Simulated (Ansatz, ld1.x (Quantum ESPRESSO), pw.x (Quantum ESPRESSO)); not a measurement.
**What a changed setting does to a pw.x run (fcc Pb)**

Potential: norm-conserving Troullier–Martins (Kleinman–Bylander form), ld1.x (Quantum ESPRESSO) 7.5, PBE; core [Xe] 4f14, reference 5d10 6s2 6p2; waves: 6p (bound): rc 1.90 bohr; 5d (bound): rc 1.95 bohr; 6s (bound): rc 2.10 bohr; local part: the s channel; core correction: none.

The reference run (k-mesh 11³, cutoffs 110/440 Ry, Fermi–Dirac 0.01 Ry, mixing_beta 0.4, conv_thr 1e-9, no spin) gives 0.30 GPa at 32.023 Å³/atom, where all-electron LAPW gives -0.05 GPa. This run, with its own iteration cap, changes mixing_mode to local-TF.

```
&control
  calculation='scf', prefix='x', pseudo_dir='./', outdir='./tmp', tstress=.true., disk_io='none'
/
&system
  ibrav=0, nat=1, ntyp=1, ecutwfc=110, ecutrho=440, nbnd=15,
  occupations='smearing', smearing='fd', degauss=0.01
/
&electrons
  conv_thr=1e-09, mixing_beta=0.4, electron_maxstep=50, mixing_mode='local-TF'
/
ATOMIC_SPECIES
Pb 1.0 Pb.UPF
CELL_PARAMETERS angstrom
  0.00000000 2.52044567 2.52044567
  2.52044567 0.00000000 2.52044567
  2.52044567 2.52044567 0.00000000
ATOMIC_POSITIONS crystal
Pb 0.0000 0.0000 0.0000
K_POINTS automatic
11 11 11 0 0 0
```

```bash
pw.x < Pb.scf.in > Pb.scf.out
```

Problem. How does the run end?

Solution. It converges in 8 iterations; the free energy moves by +0.0 meV/atom and the pressure by +0.00 GPa. The result is that of the reference run.

```
Message from routine setup:
     using ibrav=0 with symmetry is DISCOURAGED, use correct ibrav instead
     lattice parameter (alat)  =       6.7358  a.u.
     unit-cell volume          =     216.1019 (a.u.)^3
     number of electrons       =        14.00
     number of Kohn-Sham states=           15
     kinetic-energy cutoff     =     110.0000  Ry
     charge density cutoff     =     440.0000  Ry
     scf convergence threshold =      1.0E-09
     Exchange-correlation= PBE
     number of k points=    56  Fermi-Dirac smearing, width (Ry)=  0.0100
     iteration #  1     ecut=   110.00 Ry     beta= 0.40
     c_bands:  1 eigenvalues not converged
     total energy              =    -119.82040922 Ry
     estimated scf accuracy    <       0.00234825 Ry
     iteration #  2     ecut=   110.00 Ry     beta= 0.40
     total energy              =    -119.81976100 Ry
     estimated scf accuracy    <       0.00128666 Ry
     iteration #  3     ecut=   110.00 Ry     beta= 0.40
     total energy              =    -119.81998952 Ry
     estimated scf accuracy    <       0.00000835 Ry
     [... 2 iterations left out ...]
     iteration #  6     ecut=   110.00 Ry     beta= 0.40
     total energy              =    -119.81999173 Ry
     estimated scf accuracy    <          5.3E-09 Ry
     iteration #  7     ecut=   110.00 Ry     beta= 0.40
     total energy              =    -119.81999173 Ry
     estimated scf accuracy    <          1.1E-09 Ry
     iteration #  8     ecut=   110.00 Ry     beta= 0.40
     the Fermi energy is    10.5730 ev
!    total energy              =    -119.81999173 Ry
     estimated scf accuracy    <          6.3E-11 Ry
     smearing contrib. (-TS)   =      -0.00231693 Ry
     The total energy is F=E-TS. E is the sum of the following terms:
     one-electron contribution =     -37.52006295 Ry
     hartree contribution      =      26.79711576 Ry
     xc contribution           =     -14.75901300 Ry
     ewald contribution        =     -94.33571461 Ry
     convergence has been achieved in   8 iterations
          total   stress  (Ry/bohr**3)                   (kbar)     P=        3.06
     Message from routine punch:
     Nothing written, as per user request (disk_io='none')
```

The run took about 51 s on one core of a shared host (Neoverse-V1, 32 threads, 247 GiB, load 13).
